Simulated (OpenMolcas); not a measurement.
**Exact exchange and the electronic atomisation energy of C2H4**

C2H4: 6 atoms, total charge 0, spin state singlet. As SMILES, `C=C`. The shape is that of a PBE0-D4/def2-TZVP optimisation.

The electronic atomisation energy y, in eV, basis def2-TZVP; a is the functional's share of exact exchange. Programs: OpenMolcas 26.06.

| functional | program | a | y (eV) |
| --- | --- | --- | --- |
| r2SCAN | OpenMolcas | 0 | 24.36 |
| TPSS | OpenMolcas | 0 | 24.59 |
| B3LYP | OpenMolcas | 0.2 | 24.39 |
| PBE0 | OpenMolcas | 0.25 | ? |
| BHLYP | OpenMolcas | 0.5 | 23.81 |

Question: Fit y = c + s·a to the known rows and predict PBE0.

Answer: 
1. Means of the 4 rows: a = 0.1750, y = 24.288.
2. Σ(Δa)² = 0.1675, Σ(Δa·Δy) = -0.21825, so the slope is -0.21825/0.1675 = -1.303.
3. Intercept: 24.288 − (-1.303) × 0.1750 = 24.516. The largest residual of the fit is 0.16.
4. PBE0: 24.516 + (-1.303) × 0.25 = 24.19 eV.

The run gave 24.42 eV, so the prediction is off by -0.23 eV, about the scatter of the fit. The rows mix families of semi-local functionals, which the line can't see.
